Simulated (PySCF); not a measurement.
C₃H₆O₃, SMILES O=COCCO, point group C1.

Force field and properties: PBE0/pcSseg-1 (PySCF, grid level 2). Vibrational terms come from second-order perturbation theory with semi-diagonal cubic constants, by steps of ±0.6 along the normal coordinates of each isotopologue. The parent has the commonest isotopes.

Equilibrium geometry (Å):

| atom | x | y | z |
| --- | --- | --- | --- |
| O1 | 1.8259 | 0.9981 | -0.9165 |
| C2 | 2.0492 | 0.0703 | -0.1922 |
| O3 | 1.1606 | -0.8378 | 0.2159 |
| C4 | -0.1794 | -0.6862 | -0.2716 |
| C5 | -0.9737 | 0.2737 | 0.5985 |
| O6 | -2.3133 | 0.3387 | 0.1706 |
| H7 | 3.0332 | -0.1726 | 0.2416 |
| H8 | -0.6204 | -1.6848 | -0.2361 |
| H9 | -0.1503 | -0.3346 | -1.3093 |
| H10 | -0.4914 | 1.2618 | 0.6015 |
| H11 | -0.9878 | -0.0956 | 1.6293 |
| H12 | -2.3479 | 0.8663 | -0.6360 |

Give the equilibrium and ground-state rotational constants (MHz) of parent; ²H at 12.


| species | Ae | Be | Ce | A0 | B0 | C0 | Δ0 (u Å²) | harmonic ZPE (cm⁻¹) |
| --- | --- | --- | --- | --- | --- | --- | --- | --- |
| parent | 8536.1 | 1983 | 1760.3 | 8556 | 1953.4 | 1737.4 | -26.901 | 21169 |
| ²H at 12 | 8307.4 | 1935.4 | 1717.1 | 8325.9 | 1906 | 1694.1 | -27.543 | 20437 |

Δ0 = Ic − Ia − Ib from the ground-state constants.

How is the parent's vibrational correction B0 − Be made up?


```json
{"axis": "a", "harmonic": "20.6", "Coriolis": "-32.8", "cubic": "32.1", "total (MHz)": "19.9"}
{"axis": "b", "harmonic": "3.17", "Coriolis": "-1.18", "cubic": "-31.6", "total (MHz)": "-29.6"}
{"axis": "c", "harmonic": "1.35", "Coriolis": "-1.51", "cubic": "-22.8", "total (MHz)": "-23"}
```

And its quartic centrifugal distortion constants from the harmonic force field?

Asymmetric top, A reduction, Ir representation: ΔJ = 1.28 kHz, ΔJK = -9.08 kHz, ΔK = 54.5 kHz, δJ = 0.313 kHz, δK = 2.54 kHz.

A mode lies under 250 cm⁻¹, where this perturbation treatment is rough. Internal rotors are held in one well.
